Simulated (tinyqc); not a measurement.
Worked calculation: RHF in the sto-3g basis, for H3O+, spin multiplicity 1. One step of it, computed by the program tinyqc.

Task: Orthogonalisation. S = U s U^T; canonical form X = U s^(-1/2), so that X^T S X = 1. Each column of U has its largest component positive (the first on a tie).

overlap S, lower triangle:
```
,1O 1s,1O 2s,1O 2px,1O 2py,1O 2pz,2H 1s,3H 1s,4H 1s
1O 1s,1.000000
1O 2s,0.236704,1.000000
1O 2px,0.000000,0.000000,1.000000
1O 2py,0.000000,0.000000,0.000000,1.000000
1O 2pz,0.000000,0.000000,0.000000,0.000000,1.000000
2H 1s,0.050626,0.457278,0.362794,0.000000,-0.125613,1.000000
3H 1s,0.050666,0.457490,-0.181514,0.314234,-0.125693,0.218637,1.000000
4H 1s,0.050666,0.457490,-0.181514,-0.314234,-0.125693,0.218637,0.218832,1.000000
```

Give: eigenvalues of S; X.

Result:

eigenvalues of S: 0.3425  0.4329  0.4330  0.9324  1.0538  1.3482  1.3484  2.1087

X:
```
,1,2,3,4,5,6,7,8
1O 1s,-0.3407,0.0000,0.0005,0.7426,0.6245,0.0000,0.0001,0.1288
1O 2s,1.3123,0.0000,-0.0015,-0.1342,0.2060,0.0000,0.0002,0.4066
1O 2px,-0.0014,0.0000,-0.9375,0.0000,0.0000,0.0000,0.6778,-0.0001
1O 2py,0.0000,0.9375,0.0000,0.0000,0.0000,0.6779,0.0000,0.0000
1O 2pz,-0.3268,0.0000,0.0003,-0.6773,0.6976,0.0000,0.0000,-0.1042
2H 1s,-0.5686,0.0000,0.9772,-0.1215,-0.0997,0.0000,0.4339,0.3062
3H 1s,-0.5707,-0.8459,-0.4876,-0.1215,-0.0996,0.3756,-0.2168,0.3064
4H 1s,-0.5707,0.8459,-0.4876,-0.1215,-0.0996,-0.3756,-0.2168,0.3064
```
